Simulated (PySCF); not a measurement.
Breaking a bond: C2H6, SMILES CC. The C1–H8 bond (C1 also carries C, H, H; H8 carries nothing else) is varied alone, starting from the PBE0/def2-TZVP optimised geometry.

Levels of theory: RKS-PBE0 = restricted PBE0/def2-TZVP (PySCF); UKS-PBE0 = unrestricted PBE0/def2-TZVP run with PySCF; CASSCF(2,2)/def2-TZVP (PySCF); RKS-B3LYP/3-21G = restricted B3LYP/3-21G (PySCF); UKS-PBE = unrestricted PBE/def2-TZVP (PySCF).

Energies are in eV, each relative to the lowest point of its own curve near equilibrium.

| R / Å | RKS-PBE0 | UKS-PBE0 | CASSCF(2,2) | RKS-B3LYP/3-21G | UKS-PBE |
|---|---|---|---|---|---|
| 0.82 | 2.186 | 2.186 | 2.297 | 2.286 | 2.233 |
| 0.87 | 1.299 | 1.299 | 1.387 | 1.363 | 1.340 |
| 0.93 | 0.607 | 0.607 | 0.670 | 0.643 | 0.640 |
| 0.99 | 0.213 | 0.213 | 0.252 | 0.230 | 0.235 |
| 1.02 | 0.100 | 0.100 | 0.128 | 0.111 | 0.116 |
| 1.07 | 0.009 | 0.009 | 0.017 | 0.011 | 0.013 |
| 1.09 | 0.000 | 0.000 | 0.000 | 0.000 | 0.000 |
| 1.14 | 0.034 | 0.034 | 0.014 | [?] | [?] |
| 1.17 | 0.085 | 0.085 | 0.053 | 0.076 | [?] |
| 1.21 | 0.183 | 0.183 | 0.134 | 0.169 | 0.152 |
| 1.27 | 0.377 | 0.377 | 0.301 | 0.355 | 0.328 |
| 1.36 | 0.738 | 0.738 | 0.619 | 0.703 | 0.662 |
| 1.46 | 1.192 | 1.192 | 1.020 | 1.142 | 1.083 |
| 1.63 | 1.994 | 1.994 | 1.716 | 1.927 | 1.826 |
| 1.78 | 2.673 | 2.673 | 2.284 | 2.603 | 2.451 |
| 1.97 | 3.451 | 3.451 | 2.895 | 3.391 | 3.161 |
| 2.19 | 4.222 | 4.109 | [?] | 4.179 | 3.855 |
| 2.42 | 4.886 | 4.467 | [?] | 4.861 | 4.334 |
| 2.65 | 5.423 | 4.649 | [?] | 5.417 | 4.579 |
| 2.98 | 6.013 | 4.767 | 4.247 | 6.037 | 4.737 |
| 3.25 | 6.373 | 4.806 | 4.313 | 6.420 | 4.790 |

**Question.** Fill in the missing entries.

**Answer.** 
- 1.14, RKS-B3LYP/3-21G: 0.028
- 1.14, UKS-PBE: 0.021
- 1.17, UKS-PBE: 0.065
- 2.19, CASSCF(2,2): 3.436
- 2.42, CASSCF(2,2): 3.824
- 2.65, CASSCF(2,2): 4.066

At the longest distance RKS-PBE0 leaves fractional charges on the fragments, a sign of delocalisation error or of the restricted form. The restricted form behind RKS-PBE0, RKS-B3LYP/3-21G keeps the bonding electrons paired and can't separate into open-shell fragments. The unrestricted determinant behind UKS-PBE0 is spin-contaminated at 2.19 to 3.25 Å (<S²> up to 1.0, against 0.00 for a pure singlet). The unrestricted determinant behind UKS-PBE is spin-contaminated at 2.42 to 3.25 Å (<S²> up to 1.0, against 0.00 for a pure singlet).
